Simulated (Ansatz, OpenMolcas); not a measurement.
# PH (SMILES [PH]): methods side by side

PH has 2 atoms, charge 0, and is taken as a triplet. SMILES: `[PH]`. Geometry: relaxed at GFN2-xTB.

```xyz
2

P     0.0000    0.0000    0.0000
H     0.0000    0.0000    1.3991
```

Each level gives the energy change with the P1–H2 bond stretched from 1.399 to 1.749 Å (eV). The values are calculated.

| level | kind | program | value (eV) | less FCI/cc-pVDZ |
| --- | --- | --- | --- | --- |
| UHF/cc-pVDZ | Hartree–Fock | Ansatz | 0.71 | +0.17 |
| USVWN5/cc-pVDZ | LDA | Ansatz | 0.46 | -0.08 |
| UPBE/cc-pVDZ | GGA | Ansatz | 0.48 | -0.06 |
| U-r2SCAN/cc-pVDZ | meta-GGA | Ansatz | 0.57 | +0.03 |
| U-r2SCAN0/cc-pVDZ | hybrid meta-GGA | Ansatz | 0.63 | +0.09 |
| UB3LYP/cc-pVDZ | global hybrid | Ansatz | 0.54 | 0.00 |
| UCAM-B3LYP/cc-pVDZ | range-separated hybrid | Ansatz | 0.59 | +0.05 |
| UCCSDT/cc-pVDZ | coupled cluster or CI | Ansatz | 0.54 | 0.00 |
| FCI/3-21G | exact in the basis | OpenMolcas | 0.31 | -0.23 |
| FCI/cc-pVDZ | exact in the basis | Ansatz | 0.54 | 0.00 |

FCI/cc-pVDZ is exact within its basis and frozen core, so for wave-function methods in that basis the difference is their error; functionals converge differently with the basis, so for them it is only a difference. The first shape isn't each level's own minimum. The values span 0.31 to 0.71 eV. High-level rows in very small sets aren't better than simpler rows in larger ones.
